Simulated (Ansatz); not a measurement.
Cost and result for the atomization energy of C$_{4}$H$_{5}$Cl, SMILES `C=CC(=C)Cl` (10 atoms, 9 bonds).

```json
{"atom": "C1", "x (Å)": "1.315", "y (Å)": "0.092", "z (Å)": "-1.286"}
{"atom": "C2", "x (Å)": "0.263", "y (Å)": "-0.341", "z (Å)": "-0.600"}
{"atom": "C3", "x (Å)": "-0.308", "y (Å)": "0.277", "z (Å)": "0.585"}
{"atom": "C4", "x (Å)": "-1.367", "y (Å)": "-0.208", "z (Å)": "1.229"}
{"atom": "Cl5", "x (Å)": "0.453", "y (Å)": "1.722", "z (Å)": "1.166"}
{"atom": "H6", "x (Å)": "1.852", "y (Å)": "0.987", "z (Å)": "-0.996"}
{"atom": "H7", "x (Å)": "1.663", "y (Å)": "-0.443", "z (Å)": "-2.160"}
{"atom": "H8", "x (Å)": "-0.256", "y (Å)": "-1.243", "z (Å)": "-0.915"}
{"atom": "H9", "x (Å)": "-1.842", "y (Å)": "-1.112", "z (Å)": "0.866"}
{"atom": "H10", "x (Å)": "-1.773", "y (Å)": "0.270", "z (Å)": "2.109"}
```

Charge 0, multiplicity 1. Geometry: relaxed with PBE0-D4/def2-TZVP. It is one conformer, not always the lowest. Program: Ansatz. All runs use 4 threads of an Arm Neoverse V1 on a shared host. Times are those of one run each, without the atoms' runs, and a repeat can differ threefold. Electronic energies, without spin–orbit coupling; frozen cores. CCSD(T)/CBS adds CCSD(T) − MP2 in def2-TZVPP to the MP2 limit, and its time is that of the two runs behind it. T1 = 0.011; the RHF reference is unstable towards UHF. B3LYP takes the VWN-RPA correlation (the form of Gaussian; ORCA's B3LYP/G).

CCSD(T)/CBS is a level of theory with its own doubt, some kJ/mol a heavy atom from the limit and from the frozen cores, so smaller differences don't rank the functionals.

| level | functions | wall time |
| --- | --- | --- |
| PBE-D4/def2-TZVPP (with forces) | 236 | 2.1 s |
| PBE0-D4/def2-TZVPP | 236 | 2.4 s |
| B3LYP-D4/def2-TZVPP (with forces) | 236 | 3.7 s |
| r2SCAN-D4/def2-TZVPP (with forces) | 236 | 4.1 s |
| B2PLYP/def2-TZVPP | 236 | 4.9 s |
| ωB97X-V/def2-TZVPP | 236 | 6 s |
| ωB97M-V/def2-TZVPP (with forces) | 236 | 9 s |
| MP2/def2-QZVPP | 448 | 20 s |
| CCSD(T)/def2-TZVPP | 236 | 100 s |
| CCSD(T)/CBS(def2) | – | 120 s |

(1) What atomization energy does each give, and how far from CCSD(T)/CBS? (Best estimate.)

Answers

(1) Computed: 
| level | atomization (kcal/mol) | difference from CCSD(T)/CBS | per bond |
| --- | --- | --- | --- |
| PBE-D4/def2-TZVPP (with forces) | 1025.3 | 34.8 | 3.9 |
| PBE0-D4/def2-TZVPP | 1004.9 | 14.4 | 1.6 |
| B3LYP-D4/def2-TZVPP (with forces) | 993.4 | 2.9 | 0.3 |
| r2SCAN-D4/def2-TZVPP (with forces) | 998.3 | 7.8 | 0.9 |
| B2PLYP/def2-TZVPP | 983.6 | -6.9 | -0.8 |
| ωB97X-V/def2-TZVPP | 990.3 | -0.2 | 0.0 |
| ωB97M-V/def2-TZVPP (with forces) | 994.6 | 4.1 | 0.5 |
| MP2/def2-QZVPP | 1001.8 | 11.3 | 1.3 |
| CCSD(T)/def2-TZVPP | 966.6 | -23.9 | -2.7 |
| CCSD(T)/CBS(def2) | 990.5 | 0.0 | 0.0 |

The D4 term adds +8.3 kcal/mol with B3LYP and +4.3 kcal/mol with PBE0; it sums over pairs of atoms, weighted by their polarisabilities, and B3LYP, whose exchange is more repulsive, gets the larger term. From PBE to PBE0 (25 % exact exchange), in def2-TZVPP and without D4, the atomization energy moves by −19.6 kcal/mol: exact exchange takes away binding that semilocal exchange gives to molecules. In def2-TZVPP, CCSD(T) changes the Hartree–Fock value by +236.2 kcal/mol (the triples alone add +18.0 kcal/mol) and MP2 by +257.4 kcal/mol; breaking electron pairs costs correlation energy, which Hartree–Fock lacks.
